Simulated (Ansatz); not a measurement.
The input, for Ansatz 0.2.0:

```yaml
crystal:
  periodic: [false, false, false]
  atoms:
    - {symbol: Ga, position_ang: [-0.010385, -0.185200, 1.182026]}
    - {symbol: P, position_ang: [-0.011219, 1.038663, -0.869963]}
    - {symbol: P, position_ang: [0.036745, -0.642119, -1.873763]}
    - {symbol: H, position_ang: [-0.066031, 0.625251, 2.548833]}
basis:
  gaussian: {orbitals: cc-pVDZ}
magnetization: {spin_polarized: true, initial_magnetization: 2}
hamiltonian: {xc: {name: r2SCAN}}
correlation: {method: ccsd, electrons: outside_noble_gas}
```

```sh
$ ansatz run in.yaml --threads 1 --pin off --events-out ev --progress --plain --max-ram 2393MiB
```

Question: Roughly how long does this take on 1 thread of Arm Neoverse V2, shared host, and how much host memory?

Answer: 26 s wall and 0.22 GiB.

```
752 factors; integrals over basis functions are off by at most 8.6e-4 eV
mean field evaluation 1: about -70966.1927 eV, gradient 1.2e1 eV
mean field evaluation 2: about -70966.1896 eV, gradient 1.2e1 eV
mean field evaluation 4: about -70967.0495 eV, gradient 5.5e0 eV
mean field evaluation 8: about -70967.2984 eV, gradient 1.2e-1 eV
mean field evaluation 16: about -70967.2988 eV, gradient 8.6e-4 eV
mean field evaluation 32: about -70966.3889 eV, gradient 5.1e0 eV
mean field evaluation 64: about -70966.5376 eV, gradient 1.2e0 eV
mean field -70967.29875263 eV, -2608.0001257963 hartree, gradient 2.1e-6 eV, S^2 2.012902; 8 other end points of the search recorded, 0 dependent functions left out
24 core orbitals not correlated: weight in the atoms' cores, before any rotation towards them, 0.998 or more for the frozen orbitals, at most 0.001 for the correlated occupied ones
reference -70891.12103811 eV, -2605.2006464230 hartree; 8, 6 occupied and 36, 38 virtual orbitals, 752 factors
second order -7.48395421 eV of doubles, -0.31731257 eV of singles
cycle   1  -7.94757022 eV  change   -1.5e-1 eV  update   9.5e-2
cycle   2  -8.24863752 eV  change   -3.0e-1 eV  update   3.3e-2
cycle   3  -8.33510826 eV  change   -8.6e-2 eV  update   1.4e-2
cycle   4  -8.33832101 eV  change   -3.2e-3 eV  update   4.9e-3
cycle   5  -8.33918032 eV  change   -8.6e-4 eV  update   2.4e-3
cycle   6  -8.33922008 eV  change   -4.0e-5 eV  update   1.1e-3
cycle   7  -8.33946638 eV  change   -2.5e-4 eV  update   4.5e-4
cycle   8  -8.33963882 eV  change   -1.7e-4 eV  update   1.8e-4
cycle   9  -8.33961025 eV  change    2.9e-5 eV  update   8.1e-5
cycle  10  -8.33960014 eV  change    1.0e-5 eV  update   4.5e-5
cycle  11  -8.33961327 eV  change   -1.3e-5 eV  update   2.4e-5
cycle  12  -8.33960345 eV  change    9.8e-6 eV  update   1.3e-5
Total energy: -70899.46064156 eV, -2605.5071211969 hartree
```
